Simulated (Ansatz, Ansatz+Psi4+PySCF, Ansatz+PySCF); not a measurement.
```xyz
11

C    -0.0253    1.3966    0.0000
C     1.1520    0.7017    0.0000
C     1.1434   -0.6602    0.0000
C    -0.0317   -1.3485    0.0000
C    -1.2221   -0.6764    0.0000
C    -1.1601    0.6698    0.0000
H    -0.0351    2.4925    0.0000
H     2.1049    1.2453    0.0000
H     2.0928   -1.2083    0.0000
H    -0.0260   -2.4456    0.0000
H    -2.1761   -1.2159    0.0000
```

Basis set: cc-pVTZ (spherical functions). Correlated methods keep 6 orbitals frozen. Correlation on ROHF uses semicanonical orbitals with singles. Charge 0, multiplicity 2.

Computed with Ansatz (development build ahead of 0.2.0); each method stands on the lowest determinant of its kind that the runs found.

The atomization energy at this shape (free ground-state atoms in the same class of orbitals less the molecule, no zero-point energy) of doublet C6H5:

```
      method  atomization energy
ROHF-CCSD(T)       5058.3 kJ/mol
    ROHF-MP2       5211.2 kJ/mol
        ROHF       3944.1 kJ/mol
         UHF       3892.3 kJ/mol
```

Question: What does UHF-MP2 give?

Answer: 5136.6 kJ/mol. Caution: the shape is not the minimum. Caution for ROHF-MP2, UHF-MP2: forces differ strongly between restricted and unrestricted references. Caution for UHF-MP2, UHF: the unrestricted determinant is spin contaminated.
